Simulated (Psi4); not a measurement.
**OMP2/aug-cc-pVDZ run of SiNH5 (Si(NH2)H3)**

Aim: the vertical electron affinity of SiNH5 (Si(NH2)H3) at OMP2/aug-cc-pVDZ, from 2 runs. 

The calculation is run with Psi4 1.11.

1 further run of the same task is left out (set aside as unsound or not needed).

### Step 1. Starting point

The species is SiNH5 (7 atoms), meant as a singlet with charge 0. SMILES: `[H][Si]([H])([H])N`. The shape is that of a GFN2-xTB optimisation.

Bond lengths: Si1–N2 1.723 Å, N2–H3 1.007 Å, N2–H4 1.007 Å, Si1–H5 1.460 Å, Si1–H6 1.461 Å, Si1–H7 1.472 Å. Angles: Si1–N2–H3 118.6°, Si1–N2–H4 118.6°, N2–Si1–H5 105.0°, N2–Si1–H6 105.1°, N2–Si1–H7 115.3°, H3–N2–H4 109.5°, H5–Si1–H6 113.3°, H5–Si1–H7 109.2°, H6–Si1–H7 109.1°.

### Step 2. A single-point energy at OMP2/aug-cc-pVDZ

The input, h5nsi.json:

```json
{
  "schema_name": "qcschema_input",
  "schema_version": 1,
  "molecule": {
    "schema_name": "qcschema_molecule",
    "schema_version": 2,
    "symbols": ["Si", "N", "H", "H", "H", "H", "H"],
    "geometry": [-0.00130391, 0.00449755, -1.29066405, 0.17132257, 0.33767516, 1.9436967, 1.33732138, -0.80916183, 2.91734029, -1.44310825, 0.58090181, 2.92123313, 2.62246743, -0.01874608, -2.1458596, -1.41336396, 2.20975124, -2.16581511, -1.27333526, -2.30491785, -2.17993137],
    "molecular_charge": 0,
    "molecular_multiplicity": 1,
    "fix_symmetry": "c1",
    "fix_com": true,
    "fix_orientation": true
  },
  "driver": "energy",
  "model": {
    "method": "omp2",
    "basis": "aug-cc-pVDZ"
  },
  "keywords": {
    "reference": "rhf",
    "puream": true,
    "e_convergence": 1e-09,
    "d_convergence": 1e-08,
    "scf_type": "pk",
    "num_frozen_docc": 6
  }
}
```

Launch:

```console
psi4 --qcschema h5nsi.json -n 1 --memory 1600MB
```

stdout:

```text
[...]
                   'protocols': {'error_correction': {'default_policy': True, 'policies': None},
                                 'native_files': 'none',
[...]
  Running in c1 symmetry.
[...]
  Nuclear repulsion =   65.167404732323391
[...]
  Multiplicity = 1
[...]
  Nalpha       = 13
  Nbeta        = 13
[...]
    Number of basis functions: 95
[...]
   @RHF iter   1:  -346.19460383186538   -4.98841e-01   5.00496e-03 ADIIS/DIIS
[...]
   @RHF iter  10:  -346.31271181358505   -2.76827e-11   8.37672e-09 DIIS
[...]
    Orbital Energies [Eh]
    ---------------------
    Doubly Occupied:
       1A    -68.786237     2A    -15.541442     3A     -6.133080
       4A     -4.239878     5A     -4.239386     6A     -4.238903
       7A     -1.137641     8A     -0.727083     9A     -0.655302
      10A     -0.551227    11A     -0.494008    12A     -0.479474
      13A     -0.399002
[...]
  @RHF Final Energy:  -346.31271181358505
   => Energetics <=
    Nuclear Repulsion Energy =             65.1674047323233907
    One-Electron Energy =                -607.7149080152835268
    Two-Electron Energy =                 196.2347914693751250
    Total Energy =                       -346.3127118135850537
[...]
 Multipole Moments:
 ------------------------------------------------------------------------------------
     Multipole            Electronic (a.u.)      Nuclear  (a.u.)        Total (a.u.)
 ------------------------------------------------------------------------------------
 L = 1.  Multiply by 2.5417464519 to convert [e a0] to [Debye]
 Dipole X            :         -1.1604968            1.0109846           -0.1495123
 Dipole Y            :         -2.3834146            2.0845191           -0.2988955
 Dipole Z            :          5.4085235           -5.1164525            0.2920711
 Magnitude           :                                                    0.4438445
[...]
	Warning: cc_lambda option is changed to TRUE
	For this residual convergence, default PCG convergence is:     1.00e-07
[...]
	DF-MP2 Total Energy (a.u.)         :  -346.61158091803810
[...]
	DF-MP2 Total Energy (a.u.)         :  -346.61429349508131
[...]
	DF-OMP2 Total Energy (a.u.)        :  -346.61429349508154
[...]
```

The result, in JSON:

```text
{
 "driver": "energy",
 "model": {
  "method": "omp2",
  "basis": "aug-cc-pVDZ"
 },
 "success": true,
 "return_result": -346.61429349508154,
 "properties": {
  "calcinfo_nbasis": 95,
  "calcinfo_nmo": 95,
  "calcinfo_nalpha": 13,
  "calcinfo_nbeta": 13,
  "calcinfo_natom": 7,
  "nuclear_repulsion_energy": 65.16740473232339,
  "return_energy": -346.61429349508154,
  "scf_one_electron_energy": -607.7149080152835,
  "scf_two_electron_energy": 196.23479146937512,
  "scf_dipole_moment": [-0.14951225045006966, -0.2988955240736755, 0.2920710745743005],
  "scf_total_energy": -346.31271181358505,
  "scf_iterations": 10,
  "mp2_singles_energy": 0.0,
  "mp2_doubles_energy": -0.298869104453063,
  "mp2_correlation_energy": -0.29886910445304693,
  "mp2_total_energy": -346.6115809180381
 }
}
```

It took 11 s on 1 thread of Intel Xeon 6975P-C (Granite Rapids), shared host; peak memory 0.42 GiB.

### Step 3. The doublet anion at the same level

The input, job.in:

```
memory 1600 mb

molecule {
  -1 2
  Si    -0.000690     0.002380    -0.682990
  N      0.090660     0.178690     1.028560
  H      0.707680    -0.428190     1.543790
  H     -0.763660     0.307400     1.545850
  H      1.387750    -0.009920    -1.135540
  H     -0.747920     1.169350    -1.146100
  H     -0.673820    -1.219710    -1.153570
  units angstrom
  symmetry c1
  no_reorient
  no_com
}

set globals {
  basis aug-cc-pVDZ
  reference uhf
  puream true
  e_convergence 1e-09
  d_convergence 1e-08
  scf_type pk
  num_frozen_docc 6
  maxiter 200
}

e_tot = energy('omp2')
```

Launch:

```console
psi4 job.in job.out -n 1
```

job.out:

```text
[...]
  Running in c1 symmetry.
[...]
  Nuclear repulsion =   65.167404687729132
[...]
  Multiplicity = 2
[...]
  Nalpha       = 14
  Nbeta        = 13
[...]
    Number of basis functions: 95
[...]
   @UHF iter   1:  -346.04159937097910   -3.45836e-01   6.02092e-03 DIIS/ADIIS
[...]
   @UHF iter  19:  -346.27918099295448   -3.55271e-11   7.77772e-09 DIIS
[...]
   @S^2 Observed:                7.502699157E-01
[...]
    Orbital Energies [Eh]
    ---------------------
    Alpha Occupied:
       1A    -68.659803     2A    -15.402675     3A     -6.006667
       4A     -4.113418     5A     -4.112994     6A     -4.112458
       7A     -0.999962     8A     -0.599972     9A     -0.515465
      10A     -0.420200    11A     -0.366856    12A     -0.356138
      13A     -0.263340    14A      0.032540
    Alpha Virtual:
      15A      0.130146    16A      0.138599    17A      0.151280
      18A      0.168611    19A      0.178099    20A      0.186569
      21A      0.187808    22A      0.254881    23A      0.280322
      24A      0.295814    25A      0.315239    26A      0.327639
[...]
  @UHF Final Energy:  -346.27918099295448
   => Energetics <=
    Nuclear Repulsion Energy =             65.1674046877291318
    One-Electron Energy =                -611.0735592620146690
    Two-Electron Energy =                 199.6269735813311001
    Total Energy =                       -346.2791809929544797
  UHF NO Occupations:
  HONO-2 :   12  A 1.9999605
  HONO-1 :   13  A 1.9999547
[...]
 Multipole Moments:
 ------------------------------------------------------------------------------------
     Multipole            Electronic (a.u.)      Nuclear  (a.u.)        Total (a.u.)
 ------------------------------------------------------------------------------------
 L = 1.  Multiply by 2.5417464519 to convert [e a0] to [Debye]
 Dipole X            :         -0.6565791            1.0109846            0.3544055
 Dipole Y            :         -1.4039633            2.0845191            0.6805558
 Dipole Z            :          3.0231752           -5.1164524           -2.0932772
 Magnitude           :                                                    2.2294772
[...]
	Warning: cc_lambda option is changed to TRUE
	For this residual convergence, default PCG convergence is:     1.00e-07
[...]
	DF-SCS-MP2 Total Energy (a.u.)     :  -346.59015544483293
	DF-SOS-MP2 Total Energy (a.u.)     :  -346.59253692522844
[...]
	DF-SCS-OMP2 Total Energy (a.u.)    :  -346.59315859937379
	DF-SOS-OMP2 Total Energy (a.u.)    :  -346.57006032992638
	DF-SCS(N)-OMP2 Total Energy (a.u.) :  -346.39571787339383
[...]
	DF-OMP2 Total Energy (a.u.)        :  -346.58997158508055
[...]
```

Wall time 26 s (1 thread of Intel Xeon 6975P-C (Granite Rapids), shared host); peak memory 0.42 GiB.

### Step 4. Results

At OMP2/aug-cc-pVDZ, 6 core orbitals frozen:

```
                                                                 quantity          value
                                              singlet SiNH5: total energy  -346.61429 Eh
                       singlet SiNH5: HOMO energy (Hartree–Fock orbitals)      -10.86 eV
                       singlet SiNH5: LUMO energy (Hartree–Fock orbitals)        0.93 eV
                     singlet SiNH5: HOMO–LUMO gap (Hartree–Fock orbitals)       11.79 eV
               singlet SiNH5: correlation energy (6 core orbitals frozen)     -301.6 mEh
                                              doublet anion: total energy  -346.58997 Eh
doublet anion: HOMO energy (Hartree–Fock orbitals) (highest over α and β)        0.89 eV
 doublet anion: LUMO energy (Hartree–Fock orbitals) (lowest over α and β)        3.54 eV
               doublet anion: correlation energy (6 core orbitals frozen)     -310.8 mEh
                         doublet anion: ⟨S²⟩ of the reference determinant          0.750
                        vertical electron affinity (to the doublet anion)      -0.662 eV
```

The anion lies 0.66 eV (15.3 kcal/mol) above the neutral: the electron isn't bound at this level, and such a value depends on the basis. The HOMO (doublet anion) lies at positive energy, 0.89 eV: the electron is unbound at this level or held by a compact basis; values depend on the basis.
